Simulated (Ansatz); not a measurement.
Results of r²SCAN-D4 (Ansatz, a quantum-chemistry and plane-wave program, plane waves, PAW) for rock-salt EuN.

Run with plane-wave cutoff 500 eV, 14×14×14 k mesh, Fermi–Dirac smearing 0.05 eV, spin-polarised start, scalar-relativistic PAW data made under PBE.

Computed at the level's own relaxed cell.

Problem. Give the computed volume per atom and equilibrium lattice constant a.

Solution. 
- volume per atom = 15.87 Å³/atom
- equilibrium lattice constant a = 5.026 Å

Note: the magnetic order was assumed, not searched for or taken from measurement; the 4f shell is treated without U or exact exchange, so its levels and filling can be wrong.

Spin–orbit coupling is not included.

The computed numbers hold no vibrational or temperature effects.

Computing time: very roughly 90 core-seconds.
